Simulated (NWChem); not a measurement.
Total energies of C$_{2}$H$_{5}$

```
C
H 1 1.1024
H 1 1.1038 2 108.10
H 1 1.1117 2 106.25 3 -113.23
C 1 1.4877 2 112.16 4 -122.72
H 5 1.0930 1 121.18 2 28.65
H 5 1.0933 6 117.50 1 -172.46
```
Charge 0, spin multiplicity 2.

Everything below was run with NWChem. The geometry was optimised at UB3LYP/def2-SVP, a minimum by its harmonic frequencies.

Basis set: def2-TZVP (92 functions).

| method | total energy (Ha) | relative cost |
|---|---|---|
| UHF | -78.62737 | 1 |
| UMP2 | -78.94417 | under 3 |
| UB2PLYP | -79.09820 | under 3 |
| UPBE | -79.06432 | under 3 |
| UB3LYP | -79.19215 | under 3 |
| UM06-2X | -79.13403 | under 3 |

Total energies of different functionals aren't comparable as a measure of quality: only differences taken within one method are. Costs are rough ratios of processor time within this set of runs, SCF included, with UHF as 1.

The correlated methods keep 2 core orbitals frozen. B3LYP has NWChem's definition, with VWN1-RPA local correlation. The structure started from a generated list of species. The stability of the SCF solutions was not checked. Open-shell Hartree-Fock references start from PBE0 orbitals; any time given for them includes that run.
